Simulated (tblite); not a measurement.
C3H2NO (doublet state).
Bonds: C1–C2 (triple), C2–C3, C3–N4, C3–O5 (double). Hydrogens: H6 on C1; H7 on N4.
Bond orders are those of one Lewis drawing.

Computed with GFN2-xTB (tblite), gas phase: L-BFGS steps from a force-field or distance-geometry start until the largest atomic force falls under 0.01 eV/Å.

Step 0: E = -387.4789 eV
```
atom  x, y, z in Å  |  force x, y, z in eV/Å
C1      1.9499   -0.3876   -0.0084   -3.302   1.029   0.087
C2      0.7736   -0.0137    0.0293    2.846  -1.328  -0.170
C3     -0.5896    0.3882    0.1048   -2.828   0.157  -0.266
N4     -1.5686   -0.5545   -0.3358    1.656   2.862   1.262
O5     -0.9407    1.5333    0.5206    0.335  -2.580  -0.940
H6      2.9441   -0.7153   -0.0579    0.083   0.036   0.010
H7     -2.5655   -0.2456   -0.2797    1.210  -0.176   0.016
```

Step 1: E = -387.4953 eV
```
atom  x, y, z in Å  |  force x, y, z in eV/Å
C1      1.9027   -0.3728   -0.0071    8.621  -2.729  -0.319
C2      0.8143   -0.0327    0.0269   -9.032   2.371   0.226
C3     -0.6300    0.3905    0.1010    0.877  -2.030  -0.824
N4     -1.5448   -0.5136   -0.3178    0.528   1.571   0.667
O5     -0.9359    1.4964    0.5071   -0.607   0.397   0.133
H6      2.9453   -0.7147   -0.0577   -1.388   0.516   0.085
H7     -2.5482   -0.2482   -0.2795    1.001  -0.097   0.032
```

Step 2: E = -387.8103 eV
```
atom  x, y, z in Å  |  force x, y, z in eV/Å
C1      1.9366   -0.3836   -0.0086   -1.716   0.524   0.041
C2      0.7741   -0.0263    0.0272    0.775  -0.678  -0.123
C3     -0.6451    0.3779    0.0934    2.160  -1.543  -0.509
N4     -1.5288   -0.4816   -0.3039   -0.882  -0.034  -0.066
O5     -0.9376    1.4798    0.5009   -0.999   1.666   0.592
H6      2.9365   -0.7109   -0.0570   -0.086   0.085   0.019
H7     -2.5324   -0.2503   -0.2792    0.748  -0.020   0.045
```

Step 3: E = -387.8712 eV
```
atom  x, y, z in Å  |  force x, y, z in eV/Å
C1      1.9290   -0.3814   -0.0085   -0.964   0.264   0.005
C2      0.7703   -0.0305    0.0261    0.795  -0.623  -0.119
C3     -0.6148    0.3567    0.0866   -0.281   0.769   0.235
N4     -1.5408   -0.4835   -0.3053    0.698   0.587   0.280
O5     -0.9508    1.5033    0.5093   -0.099  -1.342  -0.519
H6      2.9338   -0.7093   -0.0567   -0.254   0.157   0.034
H7     -2.5235   -0.2504   -0.2786    0.105   0.189   0.084
```

**Question.** Estimate the geometry and energy of step 4. (The exact step hangs on the optimiser's Hessian estimate; all steps are aligned on step 3, rigid shifts and turns removed.)

**Answer.** E = -387.9044 eV, largest force 0.623 eV/Å
```
atom  x, y, z in Å  |  force x, y, z in eV/Å
C1      1.9235   -0.3802   -0.0087   -0.117   0.003  -0.021
C2      0.7713   -0.0366    0.0247   -0.008  -0.320  -0.080
C3     -0.6147    0.3595    0.0869    0.345   0.411   0.153
N4     -1.5330   -0.4730   -0.3006    0.168   0.087   0.047
O5     -0.9544    1.4906    0.5043   -0.264  -0.521  -0.216
H6      2.9293   -0.7068   -0.0562   -0.266   0.153   0.033
H7     -2.5187   -0.2487   -0.2776    0.142   0.187   0.084
```

The energy changes by -0.0333 eV. The first-order estimate −F·Δx gives -0.0480 eV and the mean of the old and new forces, exact on a quadratic surface, -0.0328 eV. The step makes an angle of 31° with the force vector and moves no atom by more than 0.014 Å.

The cost below is that of the whole relaxation. Hardware: one thread, Arm Neoverse V2 (aarch64) (shared host). Cost: under 0.1 s of wall time.
